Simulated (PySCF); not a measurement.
# BF (SMILES [B]F) at r2SCAN/def2-TZVPPD

What is the energy change on altering one bond length of BF at r2SCAN/def2-TZVPPD? The job is set up through a Python script.

Program for the calculation: PySCF 2.14.0.

5 further runs of the same task are left out: 5 set aside as unsound or not needed.

### Step 1. The system as given

BF: 2 atoms, total charge 0, spin state singlet. As SMILES, `[B]F`. The shape is that of a GFN2-xTB optimisation.

Bond lengths: B1–F2 1.244 Å.

### Step 2. A single-point energy at r2SCAN/def2-TZVPPD

Contents of run.py:

```python
# 13768-60-0
from pyscf import gto, dft

molecule = gto.M(
    atom='''
B      0.000000     0.000000     0.000000
F      0.000000     0.000000     2.351556
''',
    max_memory=1860,
    verbose=3,
    charge=0,
    basis='def2-tzvppd',
    spin=0,
    unit='bohr',
)

mf = dft.RKS(molecule)
mf.xc = 'r2scan'
mf.conv_tol = 1e-10
mf.grids.level = 5
mf.kernel()
if not mf.converged:
    mf = mf.newton().run(mf.mo_coeff, mf.mo_occ)

energy = mf.e_tot
print(f'total energy: {energy:.8f} hartree')
```

Started as:

```bash
$ OMP_NUM_THREADS=1 python run.py
```

Log:

```text
converged SCF energy = -124.651972276243
total energy: -124.65197228 hartree
```

Run time: 8.1 s. Hardware: 1 thread of Arm Neoverse V2, shared host; peak memory 0.39 GiB.

### Step 3. The distorted shape

Contents of job.py:

```python
from pyscf import gto, dft

mol = gto.Mole()
mol.atom = 'B 0.000000 0.000000 -0.186610; F 0.000000 0.000000 1.244390'
mol.max_memory = 1860
mol.verbose = 4
mol.charge = 0
mol.basis = 'def2-tzvppd'
mol.build()

calc0 = dft.RKS(mol, xc='r2scan')
calc0.conv_tol = 1e-10
calc0.grids.level = 5
calc0.kernel()
if not calc0.converged:
    calc0 = calc0.newton().run(calc0.mo_coeff, calc0.mo_occ)

e_tot = calc0.e_tot
print(f'total energy: {e_tot:.8f} hartree')
```

Started as:

```bash
$ OMP_NUM_THREADS=1 python job.py
```

Log:

```text
PySCF version 2.14.0

[INPUT] num. atoms = 2
[INPUT] num. electrons = 14
[INPUT] charge = 0
[INPUT] spin (= nelec alpha-beta = 2S) = 0
[INPUT] symmetry False subgroup None
[INPUT] Mole.unit = angstrom
[INPUT] Symbol           X                Y                Z      unit          X                Y                Z       unit  Magmom
[INPUT]  1 B      0.000000000000   0.000000000000  -0.186610000000 AA    0.000000000000   0.000000000000  -0.352641792105 Bohr   0.0
[INPUT]  2 F      0.000000000000   0.000000000000   1.244390000000 AA    0.000000000000   0.000000000000   2.351556292148 Bohr   0.0

nuclear repulsion = 16.6407927962264
number of shells = 27
number of NR pGTOs = 107
number of NR cGTOs = 77
basis = def2-tzvppd
ecp = {}

******** <class 'pyscf.dft.rks.RKS'> ********
method = RKS
initial guess = minao
damping factor = 0
level_shift factor = 0
DIIS = <class 'pyscf.scf.diis.CDIIS'>
diis_start_cycle = 1
diis_space = 8
diis_damp = 0
SCF conv_tol = 1e-10
SCF conv_tol_grad = None
SCF max_cycles = 50
direct_scf = True
direct_scf_tol = 1e-13
XC library pyscf.dft.libxc version 7.0.0
    S. Lehtola, C. Steigemann, M. J.T. Oliveira, and M. A.L. Marques.,  SoftwareX 7, 1–5 (2018)
XC functionals = r2scan
    J. W. Furness, A. D. Kaplan, J. Ning, J. P. Perdew, and J. Sun.,  J. Phys. Chem. Lett. 11, 8208-8215 (2020)
    J. W. Furness, A. D. Kaplan, J. Ning, J. P. Perdew, and J. Sun.,  J. Phys. Chem. Lett. 11, 9248-9248 (2020)
    J. W. Furness, A. D. Kaplan, J. Ning, J. P. Perdew, and J. Sun.,  J. Phys. Chem. Lett. 11, 8208-8215 (2020)
    J. W. Furness, A. D. Kaplan, J. Ning, J. P. Perdew, and J. Sun.,  J. Phys. Chem. Lett. 11, 9248-9248 (2020)
radial grids:
    Treutler-Ahlrichs [JCP 102, 346 (1995); DOI:10.1063/1.469408] (M4) radial grids

becke partition: Becke, JCP 88, 2547 (1988); DOI:10.1063/1.454033
pruning grids: <function nwchem_prune>
grids dens level: 5
symmetrized grids: False
atomic radii adjust function: <function treutler_atomic_radii_adjust>
small_rho_cutoff = 0
Set gradient conv threshold to 1e-05
Initial guess from minao.
tot grids = 87040
init E= -124.599213517556
  HOMO = -0.266300994796083  LUMO = -0.07820767017627  gap/eV = 5.11828
cycle= 1 E= -124.594803050342  delta_E= 0.00441  |g|= 0.489  |ddm|= 0.876
  HOMO = -0.284937113557532  LUMO = -0.0981108028855084  gap/eV = 5.08380
cycle= 2 E= -124.256878886788  delta_E= 0.338  |g|=  1.5  |ddm|= 0.753
  HOMO = -0.274751278608679  LUMO = -0.0946304793224946  gap/eV = 4.90134
cycle= 3 E= -124.635165553559  delta_E= -0.378  |g|= 0.0266  |ddm|= 0.573
  HOMO = -0.2793879933797  LUMO = -0.0956311698708807  gap/eV = 5.00028
cycle= 4 E= -124.635333801674  delta_E= -0.000168  |g|= 0.0206  |ddm|= 0.0514
  HOMO = -0.277509980448286  LUMO = -0.0945646833556658  gap/eV = 4.97820
cycle= 5 E= -124.635424170095  delta_E= -9.04e-05  |g|= 0.00244  |ddm|= 0.0122
  HOMO = -0.27739673953619  LUMO = -0.0944455291155977  gap/eV = 4.97836
cycle= 6 E= -124.635425276239  delta_E= -1.11e-06  |g|= 0.00035  |ddm|= 0.00242
  HOMO = -0.277479423761715  LUMO = -0.0945093619934088  gap/eV = 4.97887
cycle= 7 E= -124.63542530736  delta_E= -3.11e-08  |g|= 5.61e-05  |ddm|= 0.000508
  HOMO = -0.277469327194417  LUMO = -0.0945008020570286  gap/eV = 4.97883
cycle= 8 E= -124.635425307846  delta_E= -4.85e-10  |g|= 5.94e-06  |ddm|= 8.88e-05
  HOMO = -0.277470275531829  LUMO = -0.0945020269242864  gap/eV = 4.97882
cycle= 9 E= -124.635425307854  delta_E= -7.96e-12  |g|= 6.65e-07  |ddm|= 1.93e-05
  HOMO = -0.277470284412626  LUMO = -0.0945020013820934  gap/eV = 4.97882
Extra cycle  E= -124.635425307853  delta_E= 4.83e-13  |g|= 1.22e-06  |ddm|= 3.14e-06
converged SCF energy = -124.635425307853
total energy: -124.63542531 hartree
```

It took 8.1 s on 1 thread of Arm Neoverse V2, shared host; peak memory 0.39 GiB.

### Step 4. Results

Level: r2SCAN/def2-TZVPPD.

| quantity | value |
| --- | --- |
| first shape: total energy | -124.65197 Eh |
| first shape: dipole moment | 1.18 D |
| first shape: HOMO energy | -6.97 eV |
| first shape: LUMO energy | -1.72 eV |
| first shape: HOMO–LUMO gap | 5.25 eV |
| distorted shape: total energy | -124.63543 Eh |
| distorted shape: dipole moment | 0.18 D |
| distorted shape: HOMO energy | -7.55 eV |
| distorted shape: LUMO energy | -2.57 eV |
| distorted shape: HOMO–LUMO gap | 4.98 eV |
| energy change with the B1–F2 bond stretched from 1.244 to 1.431 Å | 0.450 eV |

What this shows: With the B1–F2 bond stretched from 1.244 to 1.431 Å the energy rises by 0.45 eV (10.4 kcal/mol). The first shape isn't relaxed at this level, so the change isn't measured from a minimum.
